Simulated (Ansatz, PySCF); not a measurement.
This PySCF input computes a CCSD(T)/cc-pVDZ energy:

```python
from pyscf import gto, scf, mp, cc as ccmod

mol = gto.M(
    atom='''
    O     0.01382699   -0.00208751    0.60715025
    C    -0.02150103    0.16263942   -0.61155375
    H     0.01839031   -0.95913641   -1.18787951
    ''',
    basis='cc-pvdz',
    charge=-1,
    spin=0,
    verbose=4,
)

mf = scf.RHF(mol)
mf.conv_tol = 1e-10
mf.max_cycle = 100
mf.kernel()
mp2 = mp.MP2(mf, frozen=2).run()
cc = ccmod.CCSD(mf, frozen=2)
cc.max_cycle = 100
cc.kernel()
et = cc.ccsd_t()
print(f'E(CCSD(T)) = {cc.e_tot + et:.9f}')
```

Problem. Write an input for the same energy in Ansatz (an electronic-structure program) and say what it gives.

Solution. 
Ansatz 0.2 input:
```yaml
crystal:
  periodic: [false, false, false]
  atoms:
    - {symbol: O, position_ang: [0.01382699, -0.00208751, 0.60715025]}
    - {symbol: C, position_ang: [-0.02150103, 0.16263942, -0.61155375]}
    - {symbol: H, position_ang: [0.01839031, -0.95913641, -1.18787951]}
basis:
  gaussian:
    orbitals: cc-pVDZ
total_charge: -1
magnetization: {spin_polarized: false}
correlation: {method: ccsd_t, electrons: outside_noble_gas}
```
It gives -113.54524 Eh, and PySCF -113.54525 Eh, a difference of 0.01 mEh.

It need not be the lowest isomer of its formula. Whether it binds its extra electron was not tested at this geometry.
